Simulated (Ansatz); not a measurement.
**F2: state-averaged CASSCF**

Calculated in Ansatz's Gaussian-basis code. State-averaged CASSCF with equal weights; occupations are averaged over the states; levels count from the state that is lowest in CASSCF. CASSCF levels without dynamic correlation can be off by over 1 eV. No symmetry is imposed, so a solution can break that of the shape. The lowest solution met needn't be the lowest there is, nor hold the orbitals that a chemist would pick. The average may hold one member of a degenerate pair alone.

Geometry: bond length 2.0474 Å. A bond is stretched, to 1.80 times the sum of the covalent radii.

Basis cc-pVTZ, nonrelativistic, 2 orbitals frozen in the corrections; active space CAS(10,6). Averaged: 3 singlets.

Task: Give the levels in order.

Result: 

```csv
state,CASSCF (eV)
singlet,0.000
singlet,0.466
singlet,0.466
```

Occupations: 1.98, 1.98, 1.69, 1.69, 1.67, 1.00.

Same geometry.

Basis cc-pVTZ, nonrelativistic, 2 orbitals frozen in the corrections; active space CAS(10,6). Averaged: 1 singlet, 1 triplet.

Task: Give the levels in order, with their spins.

Result: 

```tsv
state	CASSCF (eV)
singlet	0.000
triplet	0.370
```

Occupations: 2.00, 2.00, 1.82, 1.67, 1.51, 0.99.

Same geometry.

Basis cc-pVTZ, nonrelativistic, 2 orbitals frozen in the corrections; active space CAS(2,2). Averaged: 1 singlet, 1 triplet.

Task: Give the levels in order, with their spins.

Result: 

```json
{"state": "singlet", "CASSCF (eV)": "0.000"}
{"state": "triplet", "CASSCF (eV)": "0.556"}
```

Occupations: 1.18, 0.82.
